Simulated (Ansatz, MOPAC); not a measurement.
Process, species as SMILES: CN (CH5N) [methanamine] + H+ -> C[NH3+] (at N, the best of the heteroatom sites tried; carbon was not tried)

Property: proton affinity (enthalpy at 298 K), in kcal/mol. Positive where the reaction releases energy. Set-up: 6-31G* and kin with 6d, 5d where marked; spin-orbit terms left out; 6-311+G** with 5d; non-relativistic; PM7 with its own dispersion and hydrogen-bond terms; dispersion terms only where a functional's name holds one; valence correlation only. CBS marks a two-point X^-3 extrapolation of the correlation energy; Hartree-Fock from the larger set. The bracket is a focal-point correction in the basis named. First-principles rows: single points at B3LYP-D3(BJ) geometries (Ansatz, a program for electronic structure), with unscaled harmonic terms from B3LYP/6-31G* at its own minima. Semi-empirical rows: MOPAC heats of formation at their own minima for 298 K, the proton's as measured.

Measured values: Active Thermochemical Tables 1.112 (ions: stationary electron), as tabulated in the package chemicals; they hold spin-orbit and core effects, anharmonicity. 

Value to compare with, the measured value: 215.0 kcal/mol.

```tsv
level	program	proton affinity (enthalpy at 298 K) (kcal/mol)	error
PM7	MOPAC	212.6	-2.4
HF/STO-3G	Ansatz	260.4	45.4
HF/6-311+G**	Ansatz	219.4	4.4
MP2/3-21G	Ansatz	231.3	16.3
MP2/6-31G*	Ansatz	218.8	3.8
MP2/6-311+G**	Ansatz	215.8	0.8
B3LYP/def2-TZVPD	Ansatz	214.1	-0.9
RI-MP2/CBS(cc-pVTZ,cc-pVQZ)+[CCSD(T)-MP2]/cc-pVTZ	Ansatz	215.2	0.2
```

Among the 6 habitual levels, HF/STO-3G lies farthest from the measured value (45.4 kcal/mol) and MP2/6-311+G** nearest (0.8); 5 of 6 lie above it, and their mean absolute error is 12.2 kcal/mol, the median 4.1. One case shows no general order.

The levels are drawn from those run, B3LYP/6-31G* more often than the rest, none by its result; runs whose electronic state is in doubt are left out.
